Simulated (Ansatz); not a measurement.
Relaxation of AlBH$_{6}$O (9 atoms, charge 0, multiplicity 1), to a largest force component of 0.03 eV/Å in at most 50 steps.

Method: RKS PBE0-D4/def2-SVP (Ansatz 0.2.0).

```xyz
9
Properties=species:S:1:pos:R:3:forces:R:3
B 0.016 -0.347 -0.331 0.18 -1.00 0.01
H 0.054 0.079 2.025 -0.24 1.63 0.76
H 1.026 0.323 -0.408 -0.03 0.00 -0.02
H -1.082 0.162 -0.470 0.00 -0.02 0.03
O 0.143 -1.707 -0.156 -0.12 0.79 -0.43
Al -0.793 -3.135 -0.401 -0.03 0.09 -0.03
H -0.069 -4.508 -0.108 -0.01 0.01 0.02
H -2.283 -2.955 -0.910 0.02 -0.06 0.00
H 0.149 -0.583 1.761 0.24 -1.44 -0.34
```

**Question.** Where does it end, and by what steps?

**Answer.** It converged. The force dipped under the threshold on the way, but the program's further checks kept it going. After 24 steps the energy has fallen by 0.302 eV; H7 moved furthest, 1.23 Å.

```json
{"step": "0", "energy less start (eV)": "0.0000", "largest force component (eV/Å)": "1.626", "accepted": "yes"}
{"step": "1", "energy less start (eV)": "-0.1315", "largest force component (eV/Å)": "0.655", "accepted": "yes"}
{"step": "2", "energy less start (eV)": "-0.1668", "largest force component (eV/Å)": "0.411", "accepted": "yes"}
{"step": "3", "energy less start (eV)": "-0.1849", "largest force component (eV/Å)": "0.168", "accepted": "yes"}
{"step": "4", "energy less start (eV)": "-0.1857", "largest force component (eV/Å)": "0.310", "accepted": "yes"}
{"step": "5", "energy less start (eV)": "-0.1939", "largest force component (eV/Å)": "0.213", "accepted": "yes"}
{"step": "6", "energy less start (eV)": "-0.2060", "largest force component (eV/Å)": "0.089", "accepted": "yes"}
{"step": "7", "energy less start (eV)": "-0.2095", "largest force component (eV/Å)": "0.141", "accepted": "yes"}
{"step": "8", "energy less start (eV)": "-0.2133", "largest force component (eV/Å)": "0.422", "accepted": "yes"}
{"step": "9", "energy less start (eV)": "-0.2238", "largest force component (eV/Å)": "0.253", "accepted": "yes"}
{"step": "10", "energy less start (eV)": "-0.2517", "largest force component (eV/Å)": "0.134", "accepted": "yes"}
{"step": "11", "energy less start (eV)": "-0.2669", "largest force component (eV/Å)": "0.204", "accepted": "yes"}
{"step": "12", "energy less start (eV)": "-0.2479", "largest force component (eV/Å)": "0.511", "accepted": "no"}
{"step": "13", "energy less start (eV)": "-0.2827", "largest force component (eV/Å)": "0.117", "accepted": "yes"}
{"step": "14", "energy less start (eV)": "-0.2938", "largest force component (eV/Å)": "0.046", "accepted": "yes"}
{"step": "15", "energy less start (eV)": "-0.2969", "largest force component (eV/Å)": "0.313", "accepted": "yes"}
{"step": "16", "energy less start (eV)": "-0.3001", "largest force component (eV/Å)": "0.045", "accepted": "yes"}
{"step": "17", "energy less start (eV)": "-0.3009", "largest force component (eV/Å)": "0.008", "accepted": "yes"}
{"step": "18", "energy less start (eV)": "-0.3008", "largest force component (eV/Å)": "0.111", "accepted": "no"}
{"step": "19", "energy less start (eV)": "-0.3009", "largest force component (eV/Å)": "0.034", "accepted": "yes"}
{"step": "20", "energy less start (eV)": "-0.3012", "largest force component (eV/Å)": "0.036", "accepted": "yes"}
{"step": "21", "energy less start (eV)": "-0.3012", "largest force component (eV/Å)": "0.029", "accepted": "yes"}
{"step": "22", "energy less start (eV)": "-0.3013", "largest force component (eV/Å)": "0.049", "accepted": "yes"}
{"step": "23", "energy less start (eV)": "-0.3015", "largest force component (eV/Å)": "0.022", "accepted": "yes"}
{"step": "24", "energy less start (eV)": "-0.3018", "largest force component (eV/Å)": "0.025", "accepted": "yes"}
```

```xyz
9
Properties=species:S:1:pos:R:3
B -0.102 -0.152 -0.748
H 0.134 -0.344 2.451
H 0.927 0.159 -1.317
H -0.833 0.700 -0.277
O -0.435 -1.440 -0.641
Al -0.875 -3.078 -0.442
H -0.349 -3.805 0.857
H -1.758 -3.724 -1.580
H 0.452 -0.988 2.701
```

Time of the run: 27 s on 2 threads of Arm Neoverse V2, on a shared host, peak memory 0.16 GiB.
